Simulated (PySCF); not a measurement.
cyanoacetylene: calculation against experiment

**The experiment to reproduce.**

NIST CCCBDB Release 22 (SRD 101), experimental dipoles lists, for the gas: dipole moment (microwave Stark effect) 3.72 D.

The results are set against them at the end.

Species: cyanoacetylene, C₃HN.
SMILES with atom numbers: `[CH:1]#[C:2][C:3]#[N:4]` (hydrogens: H5 on C1)

Cartesian coordinates in Å at the PBE0-D3(BJ)/def2-TZVP level; atoms count from 1:
```
atom  x, y, z in Å
C1    -1.2647   -0.1976    0.0446
C2    -0.0772   -0.0194    0.0207
C3     1.2762    0.1836   -0.0085
N4     2.4175    0.3546   -0.0320
H5    -2.3183   -0.3551    0.0661
```

The PySCF runs (gas phase, on this PBE0-D3(BJ)/def2-TZVP geometry; no spin–orbit coupling):

```tsv
level	job	basis functions	wall time
PBE0-D3(BJ)/def2-TZVP, grid level 2	geometry optimisation from a GFN2-xTB start shaken at random	130	29 s
B97-2/pcSseg-2	shieldings	158	5.4 s
KT3/pcSseg-2	shieldings	158	8.8 s
PBE0/pcSseg-2	shieldings, charges and field gradients	158	6.8 s
wB97X-D/pcSseg-2	shieldings	158	6.9 s
CAM-B3LYP/aug-cc-pVTZ	10 singlets by full TDDFT, 4 Tamm–Dancoff triplets, polarisability	207	12 s
PBE0/aug-cc-pVTZ	10 singlets by full TDDFT, 4 Tamm–Dancoff triplets, polarisability, dynamic polarisability	207	12 s
wB97X-D/aug-cc-pVTZ	10 singlets by full TDDFT, 4 Tamm–Dancoff triplets, polarisability, ΔSCF ions	207	23 s
```

Hardware: an Arm Neoverse V1 with one thread, shared host.

**Comparison with experiment**

**Dipole moment.** Measured: 3.72 D (NIST CCCBDB Release 22 (SRD 101), experimental dipoles).

```
                level  computed (D)  computed − measured (D)  % (from the printed values)
PBE0-D3(BJ)/def2-TZVP          3.87                    +0.15                           +4
       B97-2/pcSseg-2          3.89                    +0.17                           +5
         KT3/pcSseg-2          3.77                    +0.05                           +1
        PBE0/pcSseg-2          3.90                    +0.18                           +5
     wB97X-D/pcSseg-2          3.92                    +0.20                           +5
CAM-B3LYP/aug-cc-pVTZ          3.94                    +0.22                           +6
     PBE0/aug-cc-pVTZ          3.89                    +0.17                           +5
  wB97X-D/aug-cc-pVTZ          3.91                    +0.19                           +5
```

Closest is KT3/pcSseg-2 (+0.05 D), furthest CAM-B3LYP/aug-cc-pVTZ (+0.22 D); one molecule doesn't rank methods. All 8 levels lie above the measurement. The computed dipoles belong to one fixed geometry; measured ones are averaged over vibrations unless marked μe. Magnitudes are compared, not signs.

No measured geometry was used, and the causes of the misses weren't examined.
